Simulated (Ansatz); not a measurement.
# Which isomer of CH3OSi gives these data?

These gas-phase data were calculated for one isomer of CH3OSi at PBE0-D3(BJ)/pcseg-1 (harmonic, unscaled wavenumbers; equilibrium rotational constants with average atomic masses):

```
rotational constants            : 35.61, 7.194, 5.985 GHz
all wavenumbers above 1500 cm⁻¹ : 3275, 3161, 2267
dipole moment                   : 4.44 D (PBE0/def2-TZVPD)
```

Candidates:

(1) `C[Si]=O`, a doublet
(2) `[CH2][SiH]=O`, a doublet

**Question.** Assign the data to one candidate and say why.

**Answer.** Candidate (2). The band at 2267 cm⁻¹ lies where the Si–H stretch is expected; (1) has no mode between 2000 and 2380 cm⁻¹.

The same quantities for all candidates:

|  | rotational constants (GHz) | wavenumbers above 1500 cm⁻¹ | dipole (D) | E above the lowest, PBE0-D3(BJ)/pcseg-1 (kcal/mol) |
| --- | --- | --- | --- | --- |
| (1) | 37.27, 6.688, 5.882 | 3201, 3175, 3063 | 4.23 | 0.0 |
| (2) | 35.61, 7.194, 5.985 | 3275, 3161, 2267 | 4.44 | 17.9 |

Each candidate is one conformer. Open shells are spin-unrestricted. Programs: Ansatz 0.2.0.
